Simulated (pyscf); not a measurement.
## Hydrogen abstraction: `[CH2]1[CH2][CH2]1` + `[H]` [doublet] → `[CH]1[CH2][CH2]1` [doublet] + `[H][H]`

Gas phase, doublet surface, charge 0. Bonds broken: C1–H4. Bonds formed: H4–H10. Single points on ωB97X-D3(BJ)/def2-SVP structures (PySCF, gas phase).

Transition state (Å):

```xyz
10

C      0.0722    -0.4827     0.0168
C     -0.7396    -0.3876     1.2533
C     -0.3668     0.8578     0.4721
H     -0.6763    -0.9768    -1.1274
H      1.1059    -0.8343    -0.0504
H     -0.2512    -0.5784     2.2156
H     -1.7867    -0.7104     1.2125
H      0.3833     1.5410     0.8862
H     -1.1674     1.3586    -0.0852
H     -1.1954    -1.2413    -1.7956
```

One imaginary mode, 914i cm⁻¹; descent along it reached the two sides named.

```csv
bond,change,reactant side (Å),saddle,product side
C1–H4,breaks,1.094,1.454,2.7
H4–H10,forms,3.1,0.887,0.762
```

Electronic energies relative to the separated reactants (kJ/mol):

| level | barrier | reaction energy | reverse barrier |
|---|---|---|---|
| ωB97X-D3(BJ)/def2-TZVP | 57.8 | +31.3 | 26.4 |
| PBE/def2-TZVP | 36.5 | +26.6 | 9.9 |
| r²SCAN/def2-TZVP | 31.2 | +10.7 | 20.5 |
| B3LYP-D3(BJ)/def2-TZVP | 35.4 | +14.9 | 20.5 |
| PBE0-D3(BJ)/def2-TZVP | 48.1 | +31.6 | 16.4 |
| M06-2X/def2-TZVP | 65.1 | +28.2 | 36.9 |
| ωB97M-D3(BJ)/def2-TZVP | 58.4 | +31.4 | 27.0 |
| HF/def2-TZVP | 103.3 | +30.1 | 73.2 |

With ωB97M-D3(BJ)/def2-TZVP energies and thermal terms (ideal gas, 1 atm, RRHO with modes under 100 cm⁻¹ raised to 100, one conformer, R ln 2 for chiral ones without a mode under 150 cm⁻¹), in kJ/mol:

| T (K) | ΔH‡ | ΔG‡ | ΔH | ΔG |
|---|---|---|---|---|
| 298 | 47.9 | 70.9 | +22.4 | +11.5 |
| 600 | 47.2 | 94.6 | +24.1 | -0.4 |
| 900 | 47.0 | 118.4 | +23.9 | -12.7 |
| 1200 | 46.8 | 142.2 | +22.5 | -24.7 |

cyclopropane lies 27.5 kJ/mol over its isomer H₂C=CH–CH₃ (electronic energy, ωB97M-D3(BJ)/def2-TZVP). cyclic C₃H₅ (SMILES [CH]1CC1) [doublet] lies 117.4 kJ/mol over its isomer •H₂C–CH=CH₂ (electronic energy, ωB97M-D3(BJ)/def2-TZVP). This is the saddle that the search found; another between the same sides may lie lower. The angle at the transferred H is 175°.
